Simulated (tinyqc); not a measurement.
CIS on RHF in the sto-3g basis, for BH2+, spin multiplicity 1, step by step. One step of it, computed by the program tinyqc.

Question. CIS matrix, singlets. A(ia,jb) = (e_a - e_i) d_ij d_ab + 2 (ia|jb) - (ij|ab).

orbital energies (hartree): MO1 -7.949099, MO2 -0.995260, MO3 -0.859697, MO4 -0.233493, MO5 -0.176300, MO6 0.248401, MO7 0.376131

Two-electron integrals over orbitals (pq|rs), unique and non-zero (hartree):
```
(11|11) 2.891008    (21|11) -0.258140   (21|21) 0.036640    (22|11) 0.623507
(22|21) -0.008302   (22|22) 0.477652    (31|31) 0.009175    (32|31) 0.015684
(32|32) 0.146170    (33|11) 0.569919    (33|21) -0.003714   (33|22) 0.472468
(33|33) 0.492715    (41|11) 0.130723    (41|21) -0.016154   (41|22) 0.012727
(41|33) 0.006192    (41|41) 0.025558    (42|11) -0.062710   (42|21) 0.006137
(42|22) 0.023264    (42|33) 0.016922    (42|41) 0.014860    (42|42) 0.069267
(43|31) -0.002118   (43|32) 0.020100    (43|43) 0.028695    (44|11) 0.713622
(44|21) -0.012129   (44|22) 0.447922    (44|33) 0.435267    (44|41) -0.011246
(44|42) -0.068322   (44|44) 0.587558    (51|51) 0.021687    (52|51) 0.021992
(52|52) 0.074901    (53|53) 0.019850    (54|51) -0.010926   (54|52) -0.029172
(54|54) 0.041461    (55|11) 0.742006    (55|21) -0.009727   (55|22) 0.474366
(55|33) 0.445779    (55|41) 0.004531    (55|42) -0.031528   (55|44) 0.512040
(55|55) 0.586773    (61|11) -0.205606   (61|21) 0.031171    (61|22) -0.002207
(61|33) -0.001086   (61|41) -0.004435   (61|42) 0.013038    (61|44) -0.016124
(61|55) -0.005553   (61|61) 0.031345    (62|11) 0.194000    (62|21) -0.006885
(62|22) 0.044225    (62|33) 0.007957    (62|41) 0.012521    (62|42) -0.001884
(62|44) 0.062249    (62|55) 0.096782    (62|61) -0.000224   (62|62) 0.087159
(63|31) 0.000408    (63|32) -0.070948   (63|43) -0.022469   (63|63) 0.077158
(64|11) 0.075415    (64|21) 0.000404    (64|22) 0.023373    (64|33) 0.003913
(64|41) 0.007118    (64|42) 0.008329    (64|44) 0.031813    (64|55) 0.033649
(64|61) 0.004443    (64|62) 0.045234    (64|64) 0.030830    (65|51) 0.017588
(65|52) 0.053136    (65|54) -0.012368   (65|65) 0.045216    (66|11) 0.610672
(66|21) -0.007067   (66|22) 0.483536    (66|33) 0.478399    (66|41) 0.021566
(66|42) 0.056558    (66|44) 0.415768    (66|55) 0.452627    (66|61) 0.003839
(66|62) 0.026863    (66|64) 0.020700    (66|66) 0.533317    (71|31) 0.014261
(71|32) 0.021323    (71|43) -0.003860   (71|63) 0.001039    (71|71) 0.022340
(72|31) 0.007457    (72|32) -0.018825   (72|43) -0.029081   (72|63) 0.051145
(72|71) 0.011144    (72|72) 0.053459    (73|11) 0.217684    (73|21) -0.006585
(73|22) 0.036099    (73|33) 0.024345    (73|41) -0.001289   (73|42) -0.048926
(73|44) 0.102669    (73|55) 0.103087    (73|61) -0.006778   (73|62) 0.069918
(73|64) 0.030425    (73|66) -0.009003   (73|73) 0.106220    (74|31) -0.008641
(74|32) -0.066092   (74|43) 0.007943    (74|63) 0.036669    (74|71) -0.012747
(74|72) 0.002991    (74|74) 0.051200    (75|53) 0.016598    (75|75) 0.018260
(76|31) 0.010524    (76|32) 0.120683    (76|43) 0.031597    (76|63) -0.083405
(76|71) 0.014322    (76|72) -0.044532   (76|74) -0.053592   (76|76) 0.127965
(77|11) 0.662190    (77|21) -0.009595   (77|22) 0.472641    (77|33) 0.492794
(77|41) 0.003653    (77|42) -0.000460   (77|44) 0.468392    (77|55) 0.465346
(77|61) -0.007681   (77|62) 0.008260    (77|64) 0.000335    (77|66) 0.487610
(77|73) 0.034396    (77|77) 0.522803
```

Give: CIS matrix A, singlet.

Answer.

CIS matrix A, singlet (hartree):
```
         1>4     1>5      1>6      1>7      2>4     2>5      2>6      2>7
1>4   7.0531  0.0000  -0.0843   0.0000   0.0418  0.0000   0.0246   0.0000
1>5   0.0000  7.0742   0.0000   0.0000   0.0000  0.0537   0.0000   0.0000
1>6  -0.0843  0.0000   7.6495   0.0000   0.0257  0.0000   0.0066   0.0000
1>7   0.0000  0.0000   0.0000   7.7077   0.0000  0.0000   0.0000   0.0319
2>4   0.0418  0.0000   0.0257   0.0000   0.4524  0.0000  -0.0271   0.0000
2>5   0.0000  0.0537   0.0000   0.0000   0.0000  0.4944   0.0000   0.0000
2>6   0.0246  0.0000   0.0066   0.0000  -0.0271  0.0000   0.9344   0.0000
2>7   0.0000  0.0000   0.0000   0.0319   0.0000  0.0000   0.0000   1.0057
3>4   0.0000  0.0000   0.0000   0.0009   0.0000  0.0000   0.0000   0.0079
3>5   0.0000  0.0000   0.0000   0.0000   0.0000  0.0000   0.0000   0.0000
3>6   0.0000  0.0000   0.0000  -0.0084   0.0000  0.0000   0.0000  -0.0184
3>7   0.0061  0.0000  -0.0241   0.0000  -0.0318  0.0000   0.0192   0.0000

         3>4     3>5      3>6      3>7
1>4   0.0000  0.0000   0.0000   0.0061
1>5   0.0000  0.0000   0.0000   0.0000
1>6   0.0000  0.0000   0.0000  -0.0241
1>7   0.0009  0.0000  -0.0084   0.0000
2>4   0.0000  0.0000   0.0000  -0.0318
2>5   0.0000  0.0000   0.0000   0.0000
2>6   0.0000  0.0000   0.0000   0.0192
2>7   0.0079  0.0000  -0.0184   0.0000
3>4   0.2483  0.0000  -0.0489   0.0000
3>5   0.0000  0.2773   0.0000   0.0000
3>6  -0.0489  0.0000   0.7840   0.0000
3>7   0.0000  0.0000   0.0000   0.9555
```
